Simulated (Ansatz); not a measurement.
Scan of HNGe, singlet

Starting geometry (PBE0/def2-TZVP stationary point for this spin, not checked as a minimum):

```xyz
3

Ge    0.0000    0.0000    1.4305
N     0.0000    0.0000   -0.2139
H     0.0000    0.0000   -1.2166
```

From there the angle named below is changed in its plane at fixed bond lengths, both arms turning rigidly about the middle atom; atoms are numbered as listed. Energies are in eV, counted from the starting geometry at the same level.

Basis cc-pVDZ; Ansatz 0.2.0. Only valence electrons are correlated (noble-gas cores and the filled d shells of p-block atoms frozen). Prefix R: restricted or restricted open-shell reference; prefix U: unrestricted. Active spaces: valence = (10e, 9o) chosen from the atoms' valence shells. No spin–orbit coupling is included, and no scalar relativity.

Unrestricted rows (U) aren't spin-pure: their determinants' ⟨S²⟩ exceeds S(S+1) by up to 0.20, so they mix in states of higher spin, at the starting point too. Runs in a small pair space aren't shown, since their orbitals change along the scan.

Full CI isn't at hand for all of this; RCCSDTQ serves as the reference, and is uncertain by about the last step of the cluster series. The frozen core follows each run's orbitals, which can shift R against U totals by a few meV for light atoms and by up to 0.1 eV past Ca.

| angle Ge1-N2-H3 (°) | RCCSDTQ | error UHF | error RCCSD | error RCCSD(T) | error CASSCF (valence space) | error NEVPT2 (valence space) | error MRCISD (valence space) |
| --- | --- | --- | --- | --- | --- | --- | --- |
| 91.3 | 0.979 | -0.181 | -0.049 | -0.004 | 0.116 | 0.079 | 0.021 |
| 120.3 | 0.425 | -0.098 | -0.020 | 0.000 | 0.053 | 0.043 | 0.015 |
| 156.8 | 0.064 | -0.010 | -0.001 | 0.000 | 0.008 | 0.008 | 0.003 |
| 180.0 | 0.000 | 0.000 | 0.000 | 0.000 | 0.000 | 0.000 | 0.000 |

Errors are those of relative energies. In total energy the starting point itself misses RCCSDTQ by: UHF 7.701, RCCSD 0.413, RCCSD(T) 0.052, CASSCF (valence space) 3.828, NEVPT2 (valence space) 0.997, MRCISD (valence space) 0.279 eV.

Spread of the error over the points with a reference, to 180.0 ° (largest less smallest): RCCSD(T) 0.005, MRCISD (valence space) 0.021, RCCSD 0.049, NEVPT2 (valence space) 0.079, CASSCF (valence space) 0.116, UHF 0.181 eV.
